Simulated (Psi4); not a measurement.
# CH6BN− (SMILES [BH2-]NC): UHSE06/cc-pVDZ

What is the vertical ionisation energy of CH6BN− at UHSE06/cc-pVDZ? 

The results are computed with Psi4 1.11.

2 further runs of the same task are left out: 2 set aside as unsound or not needed.

**1. The structure to begin with**

CH6BN− has 9 atoms, charge -1, and is taken as a doublet. As SMILES, `[BH2-]NC`. Geometry: relaxed at GFN2-xTB.

Bond lengths: B1–N2 1.579 Å, N2–C3 1.427 Å, B1–H4 1.245 Å, B1–H5 1.244 Å, N2–H6 1.019 Å, C3–H7 1.094 Å, C3–H8 1.126 Å, C3–H9 1.111 Å. Some angles: B1–N2–C3 115.8°, B1–N2–H6 109.3°, C3–N2–H6 109.1°, N2–B1–H4 109.8°, N2–B1–H5 109.2°, N2–C3–H7 108.4°, N2–C3–H8 116.1°, N2–C3–H9 112.1°, H4–B1–H5 112.5°, H7–C3–H8 106.3°.

**2. A single-point energy at UHSE06/cc-pVDZ**

The input, ch6bn.inp:

```
memory 1600 MB

molecule system {
  -1 2
  B
  N 1 r2
  C 2 r3 1 a3
  H 1 r4 2 a4 3 d4
  H 1 r5 4 a5 2 d5
  H 2 r6 3 a6 1 d6
  H 3 r7 2 a7 6 d7
  H 3 r8 7 a8 2 d8
  H 3 r9 7 a9 8 d9

  r2 = 1.578697
  r3 = 1.427467
  a3 = 115.78305
  r4 = 1.245156
  a4 = 109.83976
  d4 = 70.02169
  r5 = 1.24435
  a5 = 112.49696
  d5 = -121.88093
  r6 = 1.019151
  a6 = 109.12791
  d6 = -123.72593
  r7 = 1.094086
  a7 = 108.35
  d7 = -179.95401
  r8 = 1.125777
  a8 = 106.27332
  d8 = -125.42804
  r9 = 1.110559
  a9 = 107.56545
  d9 = -113.19219
  symmetry c1
}

set globals {
  basis                cc-pVDZ
  reference            uks
  puream               true
  e_convergence        1e-09
  d_convergence        1e-08
  scf_type             pk
  dft_radial_points    99
  dft_spherical_points 590
  maxiter              200
}

energy_value, wavefunction = energy("hse06", return_wfn=True)
oeprop(wavefunction, "QUADRUPOLE", "LOWDIN_CHARGES", "DIPOLE")
print_variables()
```

Command:

```
$ psi4 -i ch6bn.inp -o ch6bn.out -n 1
```

ch6bn.out:

```text
[...]
  Running in c1 symmetry.
[...]
  Nuclear repulsion =   68.874975425385372
[...]
  Multiplicity = 2
[...]
  Nalpha       = 13
  Nbeta        = 12
[...]
    Number of basis functions: 72
[...]
   @UKS iter   1:  -120.73208452254237   -2.56769e-01   1.11299e-02 ADIIS/DIIS
[...]
   @UKS iter  13:  -121.12336430323553   -2.65743e-12   7.02023e-09 DIIS
[...]
   @S^2 Observed:                7.527943467E-01
[...]
    Orbital Energies [Eh]
    ---------------------
    Alpha Occupied:
       1A    -14.132322     2A    -10.049182     3A     -6.503241
       4A     -0.663914     5A     -0.457026     6A     -0.281726
       7A     -0.246748     8A     -0.216682     9A     -0.180445
      10A     -0.098737    11A     -0.060815    12A     -0.030992
      13A      0.112894
    Alpha Virtual:
      14A      0.232942    15A      0.277106    16A      0.286726
      17A      0.305826    18A      0.362254    19A      0.365297
      20A      0.373622    21A      0.414288    22A      0.521388
      23A      0.530465    24A      0.611818    25A      0.621141
[...]
  @UKS Final Energy:  -121.12336430323553
   => Energetics <=
    Nuclear Repulsion Energy =             68.8749754253853723
    One-Electron Energy =                -303.8165955106730394
    Two-Electron Energy =                 128.3877518621561364
    DFT Exchange-Correlation Energy =     -14.5694960801039972
    Empirical Dispersion Energy =           0.0000000000000000
    VV10 Nonlocal Energy =                  0.0000000000000000
    Total Energy =                       -121.1233643032355332
[...]
 Multipole Moments:
 ------------------------------------------------------------------------------------
     Multipole            Electronic (a.u.)      Nuclear  (a.u.)        Total (a.u.)
 ------------------------------------------------------------------------------------
 L = 1.  Multiply by 2.5417464519 to convert [e a0] to [Debye]
 Dipole X            :          0.2896976           -0.0608909            0.2288067
 Dipole Y            :          0.8431444           -1.4071162           -0.5639717
 Dipole Z            :          0.5213421            1.5456342            2.0669763
 Magnitude           :                                                    2.1547176
 L = 2.  Multiply by 1.3450342976 to convert [e a0^2] to [Debye ang]
 Quadrupole XX       :        -32.4295738           12.4986962          -19.9308776
 Quadrupole XY       :         -2.7238236            4.0031969            1.2793733
[...]
```

Run time: 38 s. Hardware: 1 thread of AMD EPYC 9R45 (Zen 5), shared host; peak memory 0.83 GiB.

**3. Singlet neutral CH6BN**

The input, job.in:

```
memory 1.6 GB

molecule {
  0 1
  B     -0.86231983     1.26365986    -2.26077385
  N     -0.45073748     0.82393949     0.66110179
  C      0.93169167    -1.39354074     1.33065065
  H     -2.36790242    -0.33557757    -3.10474443
  H     -1.59918073     3.46836553    -2.61541875
  H      0.42218371     2.36453871     1.41854181
  H     -0.02409401    -3.03047820     0.50508600
  H      2.94799165    -1.47835164     0.65743572
  H      1.00236743    -1.68257435     3.40810217
  units au
  symmetry c1
}

set {
  basis cc-pVDZ
  puream true
  e_convergence 1e-09
  d_convergence 1e-08
  scf_type pk
  dft_radial_points 99
  dft_spherical_points 590
}

result, w = energy("hse06", return_wfn=True)
oeprop(w, "MULLIKEN_CHARGES", "QUADRUPOLE", "LOWDIN_CHARGES")
```

Command:

```
$ psi4 -i job.in -o job.out -n 1
```

job.out:

```text
[...]
  Running in c1 symmetry.
[...]
  Nuclear repulsion =   68.874971078379687
[...]
  Multiplicity = 1
[...]
  Nalpha       = 12
  Nbeta        = 12
[...]
    Number of basis functions: 72
[...]
   @RKS iter   1:  -120.89608881173217   -4.20774e-01   9.36737e-03 ADIIS/DIIS
[...]
   @RKS iter  11:  -121.14058203085396    1.61435e-11   7.56583e-09 DIIS
[...]
    Orbital Energies [Eh]
    ---------------------
    Doubly Occupied:
       1A    -14.390149     2A    -10.243898     3A     -6.797580
       4A     -0.897236     5A     -0.663420     6A     -0.514974
       7A     -0.468764     8A     -0.421033     9A     -0.392570
      10A     -0.334872    11A     -0.309872    12A     -0.258447
[...]
  @RKS Final Energy:  -121.14058203085396
   => Energetics <=
    Nuclear Repulsion Energy =             68.8749710783796871
    One-Electron Energy =                -298.2847304191073476
    Two-Electron Energy =                 122.6130010459431219
    DFT Exchange-Correlation Energy =     -14.3438237360694352
    Empirical Dispersion Energy =           0.0000000000000000
    VV10 Nonlocal Energy =                  0.0000000000000000
    Total Energy =                       -121.1405820308539631
[...]
 Multipole Moments:
 ------------------------------------------------------------------------------------
     Multipole            Electronic (a.u.)      Nuclear  (a.u.)        Total (a.u.)
 ------------------------------------------------------------------------------------
 L = 1.  Multiply by 2.5417464519 to convert [e a0] to [Debye]
 Dipole X            :         -0.2152517            0.8683410            0.6530893
 Dipole Y            :          1.3754325           -1.4438524           -0.0684198
 Dipole Z            :         -0.9528218            1.2385245            0.2857027
 Magnitude           :                                                    0.7161236
 L = 2.  Multiply by 1.3450342976 to convert [e a0^2] to [Debye ang]
 Quadrupole XX       :        -44.3634320           28.3252400          -16.0381920
 Quadrupole XY       :         26.0372106          -25.4269583            0.6102523
[...]
  Mulliken Charges: (a.u.)
   Center  Symbol    Alpha    Beta     Spin     Total
       1     B     2.52267  2.52267  0.00000 -0.04534
       2     N     3.57989  3.57989  0.00000 -0.15979
       3     C     3.00985  3.00985  0.00000 -0.01970
       4     H     0.50107  0.50107  0.00000 -0.00214
       5     H     0.51088  0.51088  0.00000 -0.02177
       6     H     0.44535  0.44535  0.00000  0.10930
       7     H     0.47167  0.47167  0.00000  0.05666
       8     H     0.47855  0.47855  0.00000  0.04290
       9     H     0.48006  0.48006  0.00000  0.03988
   Total alpha = 12.00000, Total beta = 12.00000, Total charge = -0.00000
[...]
```

Wall time 25 s (1 thread of AMD EPYC 9R45 (Zen 5), shared host); peak memory 0.83 GiB.

**4. Results**

At UHSE06/cc-pVDZ:

| quantity | value |
| --- | --- |
| doublet CH6BN−: total energy | -121.12336 Eh |
| doublet CH6BN−: HOMO energy (highest over α and β) | 3.07 eV |
| doublet CH6BN−: LUMO energy (lowest over α and β) | 5.82 eV |
| doublet CH6BN−: ⟨S²⟩ | 0.753 |
| singlet neutral CH6BN: total energy | -121.14058 Eh |
| singlet neutral CH6BN: dipole moment | 1.82 D |
| singlet neutral CH6BN: HOMO energy | -7.03 eV |
| singlet neutral CH6BN: LUMO energy | -1.97 eV |
| singlet neutral CH6BN: HOMO–LUMO gap | 5.07 eV |
| vertical detachment energy (to the singlet neutral) | -0.469 eV |

In words: The species is unbound against losing an electron at this level, by 0.47 eV (−45.2 kJ/mol); missing correlation or diffuse functions can give that sign where the real anion is bound. Only the singlet of the ionised species was computed; a triplet could lie lower. The HOMO (doublet CH6BN−) lies at positive energy, 3.07 eV; only total energies tell whether the electron is bound.
